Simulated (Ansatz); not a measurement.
The input, for Ansatz 0.2.0:

```yaml
crystal:
  periodic: [false, false, false]
  atoms:
    - {symbol: Ti, position_ang: [0.000000, 0.000000, 0.000000]}
    - {symbol: H, position_ang: [0.000000, 0.000000, 1.694400]}
basis:
  gaussian: {orbitals: def2-TZVPP}
total_charge: 1
magnetization: {spin_polarized: true, initial_magnetization: 0}
hamiltonian: {xc: hf}
output: {orbitals: {seedname: orbitals}}
```

```sh
$ ansatz run in.yaml --threads 1 --pin off --events-out ev --progress --plain --max-ram 2393MiB
```

Output:

```
666 factors; their error is unknown
mean field evaluation 1: about -23089.6426 eV, gradient 1.3e1 eV
mean field evaluation 2: about -23091.2421 eV, gradient 8.4e0 eV
mean field evaluation 4: about -23091.7833 eV, gradient 1.5e0 eV
mean field evaluation 8: about -23091.8904 eV, gradient 6.6e-2 eV
mean field evaluation 16: about -23092.4049 eV, gradient 1.1e-3 eV
mean field evaluation 32: about -23094.5372 eV, gradient 6.5e-1 eV
mean field evaluation 64: about -23093.4717 eV, gradient 2.0e0 eV
mean field evaluation 96: about -23094.5905 eV, gradient 1.5e-1 eV
mean field evaluation 128: about -23093.7766 eV, gradient 1.6e1 eV
mean field evaluation 160: about -23094.4577 eV, gradient 5.5e-1 eV
mean field evaluation 192: about -23094.5623 eV, gradient 1.1e-1 eV
mean field evaluation 224: about -23094.5264 eV, gradient 1.5e-1 eV
mean field evaluation 256: about -23093.4595 eV, gradient 2.0e0 eV
mean field evaluation 288: about -23094.0476 eV, gradient 2.3e0 eV
mean field evaluation 320: about -23092.2815 eV, gradient 3.5e0 eV
mean field evaluation 352: about -23094.5674 eV, gradient 1.1e-5 eV
mean field evaluation 384: about -23091.8875 eV, gradient 2.8e-1 eV
mean field evaluation 416: about -23088.5055 eV, gradient 1.2e1 eV
mean field evaluation 448: about -23079.1540 eV, gradient 1.0e1 eV
mean field -23094.60446330 eV, -848.7110599410 hartree, gradient 7.7e-6 eV, S^2 1.003223; 9 other end points of the search recorded, 0 dependent functions left out
reference -23094.60446330 eV, -848.7110599410 hartree; 11, 11 occupied and 67, 67 virtual orbitals, 666 factors
Total energy: -23094.60446330 eV, -848.7110599410 hartree
```

Ran on 1 thread of Arm Neoverse N1, shared host: 15 s wall, 0.14 GiB peak host memory.
